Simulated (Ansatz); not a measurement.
Process, species as SMILES: [C-]#[S+] (C-S) + 3 [H][H] (H2) → C (CH4) + S (H2S)
B3LYP-D3(BJ)/def2-TZVP geometries, fixed; electronic energies without zero-point terms.
Largest species:
```xyz
5

C      0.0000     0.0000     0.0000
H      0.6205     0.6269     0.6390
H     -0.6429    -0.6249     0.6185
H      0.6369    -0.6328    -0.6166
H     -0.6146     0.6308    -0.6409
```
Charge 0, spin multiplicity 1.

Basis-set convergence of the energy of full hydrogenation at B3LYP with Ansatz (a program for electronic structure). Cartesian d functions, on some or all atoms, in 6-31G*, 6-31G**, 6-311G**, 6-311+G**; all else is spherical. The program fits the integrals of some runs and decomposes those of others, by size. No added dispersion term, no relativity. Functions are those of the species that has most. Reference: the value in aug-pcseg-3, -106.13 kcal/mol, itself unsure by roughly 0.07 kcal/mol (its mean distance from aug-cc-pV(Q+d)Z, def2-QZVPPD, pcseg-3). Deviations are taken from unrounded values.

```tsv
basis	functions	energy of full hydrogenation (kcal/mol)	minus reference (kcal/mol)
STO-3G	14	-114.64	-8.51
pcseg-0	22	-113.75	-7.62
def2-SV(P)	32	-102.17	3.96
6-31G*	34	-105.56	0.57
def2-SVP	34	-110.03	-3.90
pcseg-1	34	-107.71	-1.58
6-31G**	35	-107.25	-1.13
cc-pV(D+d)Z	37	-107.11	-0.99
6-311G**	45	-107.17	-1.04
6-311+G**	53	-105.65	0.48
aug-pcseg-1	59	-106.83	-0.70
pcseg-2	86	-106.64	-0.52
def2-TZVPP	87	-105.83	0.29
def2-TZVPPD	105	-106.32	-0.20
aug-pcseg-2	138	-106.72	-0.59
pcseg-3	192	-106.24	-0.11
def2-QZVPPD	195	-106.03	0.10
aug-pcseg-3	281	-106.13	0.00
```
